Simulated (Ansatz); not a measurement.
Ideal-gas functions of C3H3NO (`OC1=CC=N1`) at 500 K and 1 bar, from an Ansatz frequency run at PBE0-D4/def2-TZVP.

Molar mass 69.06 g/mol, point group Cs (symmetry number 1), electronic degeneracy 1, moments of inertia 35.56, 91.417, 126.977 u Å². Harmonic wavenumbers (cm⁻¹, unscaled): 223, 399, 481, 581, 682, 735, 835, 951, 977, 1123, 1208, 1265, 1340, 1568, 1756, 3161, 3304, 3802.

Use S(trans) = R[1.5 ln M + 2.5 ln T − 1.1517]; rotational temperatures θ = 24.2544 K / I; S(rot) = R[ln(√π/σ · √(T³/θAθBθC)) + 1.5]; for each mode x = 1.438777 ν̃/T, S = R[x/(eˣ − 1) − ln(1 − e⁻ˣ)] and H = RT x/(eˣ − 1); 1 cm⁻¹ = 0.0119627 kJ/mol; R = 8.31446 J/(mol·K).

Question: By hand: the entropy, in J/(mol·K).

Answer: Translation 172.4. Rotation: θ = 0.6821, 0.2653, 0.191 K, giving 108.7. Vibration, mode by mode: 12.14, 7.61, 6.25, 4.95, 3.93, 3.48, 2.78, 2.13, 2.01, 1.44, 1.18, 1.04, 0.87, 0.51, 0.32, 0.01, 0.01, 0.00, in all 50.7. Electronic 0.0. Sum 331.8 J/(mol·K).

Question: By hand: H − E and G − E in kJ/mol, counted from the electronic energy.

Answer: Zero-point energy ½ × 24391 × 0.0119627 = 145.9; thermal vibration 15.9; translation, rotation and pV give 4 RT = 16.6. H − E = 178.4 kJ/mol, and G − E = 178.4 − 500 × 331.8/1000 = 12.5 kJ/mol.

Vibration gives 15 % of the entropy. The sum counts one conformer and one mirror image; others add a mixing term.
